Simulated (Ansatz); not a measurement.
# MgNH2 radical: one structure at several levels

The task here is to estimate one member of a computed series from the others.

Computed with Ansatz 0.2.0, Gaussian basis. Level: single points in def2-TZVPP.

Correlated methods freeze the cores. The outer core shell of Li, Na, Mg and K is correlated. Orbitals are unrestricted. B3LYP uses VWN-RPA correlation.

### The starting structure

SMILES `[NH2][Mg]`, 4 atoms, charge 0, spin multiplicity 2.

Atoms are counted from 1 here; the program's logs count them from 0.

Bond lengths: N1–Mg2 2.011 Å, N1–H3 1.134 Å, N1–H4 0.983 Å. Angles: Mg2–N1–H3 108.3°, Mg2–N1–H4 130.9°, H3–N1–H4 102.8°.

Coordinates:

```xyz
4

N    -0.2439    0.2784   -0.0174
Mg    1.4832   -0.1509    0.9188
H    -0.9436   -0.6051    0.1050
H    -0.4210    0.5703   -0.9391
```

The first run:

run/in.yaml

```yaml
crystal:
  periodic: [false, false, false]
  atoms:
    - {symbol: N, position_ang: [-0.243900, 0.278400, -0.017400]}
    - {symbol: Mg, position_ang: [1.483200, -0.150900, 0.918800]}
    - {symbol: H, position_ang: [-0.943600, -0.605100, 0.105000]}
    - {symbol: H, position_ang: [-0.421000, 0.570300, -0.939100]}
basis:
  gaussian: {orbitals: def2-TZVPP}
magnetization: {spin_polarized: true, initial_magnetization: 1}
correlation: {method: ccsd_t}
scf: {omitted_lower_state_checks: [cluster_reference]}
output: {forces: true}
```

The command line of these runs was not kept.

Steps of the session up to this table: CCSD(T)/def2-TZVPP; PBE0-D4/def2-TZVPP; wB97M-V/def2-TZVPP; r2SCAN-D4/def2-TZVPP; PBE-D4/def2-TZVPP; B97M-V/def2-TZVPP; B3LYP-D4/def2-TZVPP.

One table of the session follows, with a row left open; its other results are not shown here.

```
   method  RMS force component (eV/Å)  angle to CCSD(T) forces (°)  dipole (D)
  CCSD(T)                       1.653                    reference        1.68
  PBE0-D4                       1.693                          1.6        1.60
  wB97M-V                       1.677                          2.2        1.91
r2SCAN-D4                       1.650                          0.6        1.53
   PBE-D4                       1.615                          6.5        1.33
   B97M-V                       1.642                          4.2        1.46
 B3LYP-D4                           ?                            ?           ?
```

Q: Estimate the row for B3LYP-D4 from the others.

As computed: RMS force component (eV/Å): 1.641; angle to CCSD(T) forces (°): 2.2; dipole (D): 1.63. In the column «RMS force component (eV/Å)» it lies between PBE-D4 (1.615) and B97M-V (1.642).
